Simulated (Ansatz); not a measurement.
Geometry optimisation, Ansatz, RKS r2SCAN-D4/def2-SVP.

Input file:

```yaml
crystal:
  periodic: [false, false, false]
  atoms:
    - { symbol: C, position_ang: [0.2489, -0.8264, 1.292] }
    - { symbol: C, position_ang: [0.7523, 0.1945, 0.2588] }
    - { symbol: F, position_ang: [1.5415, -0.5128, -0.5922] }
    - { symbol: C, position_ang: [-0.291, 0.8633, -0.5377] }
    - { symbol: "N", position_ang: [-0.8742, 0.1196, -1.5921] }
    - { symbol: S, position_ang: [-1.0078, 2.3586, -0.1528] }
    - { symbol: H, position_ang: [1.0456, -1.2636, 1.8263] }
    - { symbol: H, position_ang: [-0.3358, -1.5573, 0.7831] }
    - { symbol: H, position_ang: [-0.4487, -0.2653, 2.0446] }
    - { symbol: H, position_ang: [1.3791, 0.9551, 0.7739] }
    - { symbol: H, position_ang: [-1.5808, 0.5508, -2.1576] }
    - { symbol: H, position_ang: [-0.352, -0.6716, -1.9124] }
basis:
  gaussian: { orbitals: def2-SVP }
hamiltonian:
  xc: r2scan
  dispersion: d4
relax:
  f_tol: 0.015
  max_steps: 40
```

Command:

```bash
$ ansatz run input.yaml --threads 2 --pin off --max-ram 3072MiB --backend cpu --events-out ev --progress --plain --runs-dir out
```

Where does it end, and by what steps?

The forces met the threshold. After 11 steps the energy has fallen by 0.562 eV; S6 moved furthest, 0.66 Å.

```
step  energy less start (eV)  largest force component (eV/Å)  accepted
   0                  0.0000                           3.950       yes
   1                 -0.4022                           1.767       yes
   2                 -0.4897                           0.511       yes
   3                 -0.5212                           0.159       yes
   4                 -0.5398                           0.256       yes
   5                 -0.5507                           0.333       yes
   6                 -0.5571                           0.145       yes
   7                 -0.5598                           0.058       yes
   8                 -0.5611                           0.074       yes
   9                 -0.5611                           0.092       yes
  10                 -0.5616                           0.035       yes
  11                 -0.5616                           0.004       yes
```

```xyz
12
Properties=species:S:1:pos:R:3
C 0.238 -0.708 1.426
C 0.683 0.061 0.201
F 1.325 -0.828 -0.676
C -0.468 0.746 -0.524
N -0.673 0.297 -1.768
S -1.350 1.933 0.215
H 1.108 -1.182 1.901
H -0.484 -1.487 1.138
H -0.243 -0.022 2.135
H 1.419 0.839 0.466
H -1.413 0.711 -2.324
H -0.063 -0.415 -2.157
```

Time of the run: 47 s on 2 threads of AMD EPYC 7R43 64-Core Processor (Zen 3), on a shared host, peak memory 0.19 GiB.
